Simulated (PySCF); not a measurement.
PySCF input (r2SCAN/def2-TZVP):

```python
import numpy as np, basis_set_exchange as bse
from pyscf import gto, scf, dft, df

basis = {'H': gto.basis.parse(bse.get_basis('def2-TZVP', elements=['H'], fmt='nwchem')), 'N': gto.basis.parse(bse.get_basis('def2-TZVP', elements=['N'], fmt='nwchem'))}
mol = gto.M(
    atom='''
    N     0.00224146   -0.00382052    0.11155442
    H    -0.00202883    0.95117179   -0.22808750
    H     0.80949996   -0.46442426   -0.29287493
    H    -0.82316134   -0.46000387   -0.25991854
    ''',
    basis=basis,
    charge=0,
    verbose=4,
    max_memory=8640,
)
mf = dft.RKS(mol, xc='r2scan')
mf.grids.level = 4
mf = mf.density_fit(auxbasis=df.autoaux(mol))
mf.max_cycle = 100
mf.conv_tol = 1e-6
print('smallest overlap eigenvalue', np.linalg.eigvalsh(mol.intor('int1e_ovlp'))[0])
mf.kernel()
dip = mf.dip_moment()
```

Output:

```
PySCF version 2.14.0

[INPUT] verbose = 4
[INPUT] num. atoms = 4
[INPUT] num. electrons = 10
[INPUT] charge = 0
[INPUT] spin (= nelec alpha-beta = 2S) = 0
[INPUT] symmetry False subgroup None
[INPUT] Mole.unit = angstrom
[INPUT] Symbol           X                Y                Z      unit          X                Y                Z       unit  Magmom
[INPUT]  1 N      0.002241460000  -0.003820520000   0.111554420000 AA    0.004235745519  -0.007219736453   0.210807301785 Bohr   0.0
[INPUT]  2 H     -0.002028830000   0.951171790000  -0.228087500000 AA   -0.003833933053   1.797454180512  -0.431022907437 Bohr   0.0
[INPUT]  3 H      0.809499960000  -0.464424260000  -0.292874930000 AA    1.529733222246  -0.877634657004  -0.553453406451 Bohr   0.0
[INPUT]  4 H     -0.823161340000  -0.460003870000  -0.259918540000 AA   -1.555549488930  -0.869281330540  -0.491174855297 Bohr   0.0

nuclear repulsion = 11.935771654522
number of shells = 23
number of NR pGTOs = 70
number of NR cGTOs = 49
basis = {'H': [[0, [34.061341, 0.0060251978], [5.1235746, 0.045021094], [1.1646626, 0.20189726]], [0, [0.32723041, 1.0]], [0, [0.10307241, 1.0]], [1, [0.8, 1.0]]], 'N': [[0, [19730.800647, 0.00021887984991], [2957.8958745, 0.0016960708803], [673.22133595, 0.0087954603538], [190.68249494, 0.035359382605], [62.295441898, 0.11095789217], [22.654161182, 0.24982972552]], [0, [8.9791477428, 0.40623896148], [3.686300237, 0.24338217176]], [0, [0.84660076805, 1.0]], [0, [0.33647133771, 1.0]], [0, [0.13647653675, 1.0]], [1, [49.20038051, 0.0055552416751], [11.346790537, 0.038052379723], [3.4273972411, 0.14953671029], [1.1785525134, 0.3494930523]], [1, [0.41642204972, 0.45843153697]], [1, [0.14260826011, 0.24428771672]], [2, [1.654, 1.0]], [2, [0.469, 1.0]], [3, [1.093, 1.0]]]}
ecp = {}
ETB for H: l = 0, exps = 0.20614482 * 1.8^n , n = 0..10
ETB for H: l = 1, exps = 0.90307241 * 2^n , n = 0..2
ETB for H: l = 2, exps = 1.6 * 2.2^n , n = 0..0
ETB for N: l = 0, exps = 0.2729530735 * 1.8^n , n = 0..15
ETB for N: l = 1, exps = 0.27908479686 * 1.8^n , n = 0..12
ETB for N: l = 2, exps = 0.28521652022 * 1.8^n , n = 0..11
ETB for N: l = 3, exps = 0.6116082601099999 * 2.2^n , n = 0..6
ETB for N: l = 4, exps = 0.938 * 2.2^n , n = 0..2
smallest overlap eigenvalue 0.0049709374754397925

******** <class 'pyscf.df.df_jk.DFRKS'> ********
method = DFRKS
initial guess = minao
damping factor = 0
level_shift factor = 0
DIIS = <class 'pyscf.scf.diis.CDIIS'>
diis_start_cycle = 1
diis_space = 8
diis_damp = 0
SCF conv_tol = 1e-06
SCF conv_tol_grad = None
SCF max_cycles = 100
direct_scf = False
XC library pyscf.dft.libxc version 7.1.2
    S. Lehtola, C. Steigemann, M. J. T. Oliveira, and M. A. L. Marques,  SoftwareX 7, 1–5 (2018)
XC functionals = r2scan
    J. W. Furness, A. D. Kaplan, J. Ning, J. P. Perdew, and J. Sun,  J. Phys. Chem. Lett. 11, 8208–8215 (2020)
    J. W. Furness, A. D. Kaplan, J. Ning, J. P. Perdew, and J. Sun,  J. Phys. Chem. Lett. 11, 9248–9248 (2020)
    J. W. Furness, A. D. Kaplan, J. Ning, J. P. Perdew, and J. Sun,  J. Phys. Chem. Lett. 11, 8208–8215 (2020)
    J. W. Furness, A. D. Kaplan, J. Ning, J. P. Perdew, and J. Sun,  J. Phys. Chem. Lett. 11, 9248–9248 (2020)
radial grids:
    Treutler-Ahlrichs [JCP 102, 346 (1995); DOI:10.1063/1.469408] (M4) radial grids

becke partition: Becke, JCP 88, 2547 (1988); DOI:10.1063/1.454033
pruning grids: <function nwchem_prune>
grids dens level: 4
symmetrized grids: False
atomic radii adjust function: <function treutler_atomic_radii_adjust>
small_rho_cutoff = 0
Set gradient conv threshold to 0.001
Initial guess from minao.
tot grids = 75000
init E= -56.4291294925355
  HOMO = -0.33177917055815  LUMO = 0.0122645183535575  gap/eV = 9.36191
cycle= 1 E= -56.504349017382  delta_E= -0.0752  |g|= 0.432  |ddm|=  1.1
  HOMO = -0.122077446716307  LUMO = 0.0730125414714777  gap/eV = 5.30867
cycle= 2 E= -56.4467588582699  delta_E= 0.0576  |g|= 0.677  |ddm|= 0.62
  HOMO = -0.230042543420073  LUMO = 0.0439397207547678  gap/eV = 7.45544
cycle= 3 E= -56.5455666268822  delta_E= -0.0988  |g|= 0.0156  |ddm|= 0.377
  HOMO = -0.230233676745549  LUMO = 0.0450040276005588  gap/eV = 7.48960
cycle= 4 E= -56.5456159465866  delta_E= -4.93e-05  |g|= 0.00467  |ddm|= 0.0159
  HOMO = -0.230773635775694  LUMO = 0.0443162058194417  gap/eV = 7.48558
cycle= 5 E= -56.5456200589898  delta_E= -4.11e-06  |g|= 0.000825  |ddm|= 0.00345
  HOMO = -0.231053813618839  LUMO = 0.0441927228103367  gap/eV = 7.48984
cycle= 6 E= -56.5456201989562  delta_E= -1.4e-07  |g|= 1.39e-05  |ddm|= 0.000452
  HOMO = -0.231049717640143  LUMO = 0.0441995320300101  gap/eV = 7.48991
Extra cycle  E= -56.5456201989783  delta_E= -2.22e-11  |g|= 1.04e-05  |ddm|= 2.31e-05
converged SCF energy = -56.5456201989783
Dipole moment(X, Y, Z, Debye): -0.03364,  0.05734, -1.67417
```
